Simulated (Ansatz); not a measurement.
**Worked example: correlation energy of [SiH$_{3}$···H···F], doublet**

Geometry: a point of a hydrogen-transfer path between rigid fragments, not a stationary point.

```xyz
6

Si   -1.0149    0.0000    0.0000
H    -1.5098    1.3997    0.0000
H    -1.5098   -0.6999    1.2122
H    -1.5098   -0.6999   -1.2122
H     0.7081    0.0000    0.0000
F     1.7031    0.0000    0.0000
```

Basis cc-pVDZ; Ansatz 0.2.0. Only valence electrons are correlated (noble-gas cores frozen), which leaves 15 electrons in 46 orbitals. R marks a restricted (for open shells ROHF) determinant, U an unrestricted one.

Full CI isn't at hand for all of this; UCCSDT(Q) serves as the reference, and is uncertain by about the last step of the cluster series.

Runs differ by some tens of microhartree through their thresholds and, for an open shell, their frozen cores, so steps under 0.03 kcal/mol mean nothing.

```tsv
level	total energy (hartree)
UHF	-390.611552
UMP2	-390.917517
UCCSD	-390.948934
UCCSD(T)	-390.954280
UCCSDT	-390.955101
UCCSDT(Q)	-390.955648
```

Problem. What is the correlation energy at UCCSDT(Q), and what share of it do UMP2 and UCCSDT recover?

Solution. E(corr) = -390.955648 − (-390.611552) = -0.344096 hartree = -9.363 eV. UMP2: -0.305965 / -0.344096 = 88.92 %. UCCSDT: -0.343549 / -0.344096 = 99.84 %.

Problem. By how many kcal/mol does UCCSD(T) miss UCCSDT(Q) (1 hartree = 627.509 kcal/mol), and which steps make up the rest?

Solution. -390.954280 − (-390.955648) = 0.001368 hartree = 0.86 kcal/mol. Steps: UCCSDT − UCCSD(T) = -0.52, UCCSDT(Q) − UCCSDT = -0.34 kcal/mol. Differences between like states or geometries often cancel part of this.
